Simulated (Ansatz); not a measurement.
We consider antifluorite Mg₂Sn, described by RPBE (Ansatz, a program for electronic structure, PAW).

Settings: plane-wave cutoff 520 eV, 10×10×10 k mesh, Fermi–Dirac smearing 0.01 eV, scalar-relativistic PAW data made under PBE.

Energies at three volumes about the minimum:

```tsv
V (Å³/atom)	E − E_lowest (meV/atom)
26.649	1.33
27.193	0.00
27.737	1.24
```

Fit a parabola by hand: where is the minimum, what lattice constant follows, and what is the bulk modulus?

Slopes: (0.00 − 1.33)/(27.193 − 26.649) = -2.445 and (1.24 − 0.00)/(27.737 − 27.193) = 2.279 meV/Å³. Curvature E″ = 2 × (2.279 − (-2.445))/(27.737 − 26.649) = 8.684 meV/Å⁶. From the middle of the first interval, the slope vanishes at V0 = 26.9210 − (-2.445)/8.684 = 27.203 Å³/atom. B = V0 E″ = 27.203 × 8.684 meV/Å³ × 0.1602 GPa per meV/Å³ = 37.8 GPa. With 12 atoms in the cube, a = (12 × 27.203)^(1/3) = 6.885 Å. The full Birch–Murnaghan fit to all volumes gives V0 = 27.194 Å³/atom and B0 = 37.9 GPa.

Measured, for comparison: lattice constant a 6.766 Å (temperature not stated, no zero-point or thermal correction; as tabulated in Freccero, Grin, Wagner, Dalton Trans. (2023), ESI).

Note: the gap of the solid is closed in this run; this level leaves the solid without a gap, although one is measured.
